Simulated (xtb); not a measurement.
xtb input (GFN1-xTB):

```bash
xtb mol.xyz --gfn 1 --sp --chrg -1 --uhf 0
```
mol.xyz:
```
8

C     -0.01241639     1.32206426    -0.15805984
O      0.00414915     0.05348056     0.61048173
C      0.00797392    -1.09297501    -0.17315524
H      0.86116398     1.24654712    -0.85628355
H     -0.89501764     1.23163680    -0.84304143
H      0.02047670    -1.98820923     0.47696201
H     -0.88196323    -1.15369441    -0.83042416
H      0.88880180    -1.13866028    -0.84377624
```

End of the output:

```
         :::::::::::::::::::::::::::::::::::::::::::::::::::::
         ::                     SUMMARY                     ::
         :::::::::::::::::::::::::::::::::::::::::::::::::::::
         :: total energy             -11.726733161786 Eh    ::
         :: gradient norm              0.015794775273 Eh/a0 ::
         :: HOMO-LUMO gap              3.547733144096 eV    ::
         ::.................................................::
         :: SCC energy               -11.808669148556 Eh    ::
         :: -> electrostatic           0.184766648546 Eh    ::
         :: repulsion energy           0.083457320283 Eh    ::
         :: dispersion energy         -0.001521333514 Eh    ::
         :: halogen bond corr.         0.000000000000 Eh    ::
         :: add. restraining           0.000000000000 Eh    ::
         :: total charge              -1.000000000000 e     ::
         :::::::::::::::::::::::::::::::::::::::::::::::::::::

           -------------------------------------------------
          |                Property Printout                |
           -------------------------------------------------

    * Orbital Energies and Occupations

         #    Occupation            Energy/Eh            Energy/eV
      -------------------------------------------------------------
         1        2.0000           -0.5060816             -13.7712
         2        2.0000           -0.4210098             -11.4563
         3        2.0000           -0.3610263              -9.8240
         4        2.0000           -0.3372974              -9.1783
         5        2.0000           -0.3250559              -8.8452
         6        2.0000           -0.2802150              -7.6250
         7        2.0000           -0.2312632              -6.2930
         8        2.0000           -0.2207925              -6.0081
         9        2.0000           -0.1577753              -4.2933
        10        2.0000           -0.0574420              -1.5631 (HOMO)
        11                          0.0729348               1.9847 (LUMO)
        12                          0.1247235               3.3939
        13                          0.1338633               3.6426
        14                          0.1936362               5.2691
        15                          0.2327790               6.3342
Note: The following floating-point exceptions are signalling: IEEE_DENORMAL
normal termination of xtb
        16                          0.3088329               8.4038
        17                          0.4014771              10.9247
        18                          0.4458963              12.1335
        19                          0.4767146              12.9721
        20                          0.5122594              13.9393
        21                          0.6019928              16.3811
        22                          0.6632656              18.0484
      -------------------------------------------------------------
                  HL-Gap            0.1303768 Eh            3.5477 eV
             Fermi-level            0.0077464 Eh            0.2108 eV

  Mulliken/CM5 charges         n(s)   n(p)   n(d)
     1C    -0.32016 -0.39202   1.170  3.150  0.000
     2O    -0.50703 -0.60262   1.698  4.809  0.000
     3C     0.19726  0.08109   0.962  2.841  0.000
     4H    -0.10579 -0.04977   1.106  0.000  0.000
     5H    -0.10579 -0.04977   1.106  0.000  0.000
     6H    -0.06116 -0.00375   1.061  0.000  0.000
     7H    -0.04866  0.00842   1.049  0.000  0.000
     8H    -0.04866  0.00842   1.049  0.000  0.000

Wiberg/Mayer (AO) data.
largest (>0.10) Wiberg bond orders for each atom

 ---------------------------------------------------------------------------
     #   Z sym  total        # sym  WBO       # sym  WBO       # sym  WBO
 ---------------------------------------------------------------------------
     1   6 C    2.946 --     4 H    1.003     5 H    1.003     2 O    0.836
     2   8 O    1.957 --     3 C    1.018     1 C    0.836
     3   6 C    3.973 --     2 O    1.018     6 H    0.977     7 H    0.971
                             8 H    0.971
     4   1 H    1.029 --     1 C    1.003
     5   1 H    1.029 --     1 C    1.003
     6   1 H    1.037 --     3 C    0.977
     7   1 H    1.046 --     3 C    0.971
     8   1 H    1.046 --     3 C    0.971
 ---------------------------------------------------------------------------

Topologies differ in total number of bonds
Writing topology from bond orders to xtbtopo.mol

 dipole moment from electron density (au)
     X       Y       Z
   0.0123  -2.1349  -0.7721  total (Debye):    5.771

           -------------------------------------------------
          | TOTAL ENERGY              -11.726733161786 Eh   |
          | GRADIENT NORM               0.015794775273 Eh/α |
          | HOMO-LUMO GAP               3.547733144096 eV   |
           -------------------------------------------------

------------------------------------------------------------------------
------------------------------------------------------------------------
 total:
 SCF:
```

It need not be the lowest isomer of its formula. Whether it binds its extra electron was not tested at this geometry.
